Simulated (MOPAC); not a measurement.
MOPAC input (AM1):

```
AM1 1SCF CHARGE=-1 GEO-OK AUX(PRECISION=9) THREADS=1
C2H3O

O     1.15064415 1    0.27323898 1    0.38198658 1
C     0.02389777 1    0.31049500 1   -0.18794480 1
H    -0.18242979 1    1.19605197 1   -0.85698703 1
C    -1.03824297 1   -0.56806862 1   -0.13806164 1
H    -0.99655321 1   -1.47240569 1    0.46326975 1
H    -1.94009899 1   -0.36411639 1   -0.70613676 1
```

What heat of formation does the run end on, and which ionisation energy by Koopmans theorem?

-36.84 kcal/mol; 1.89 eV.
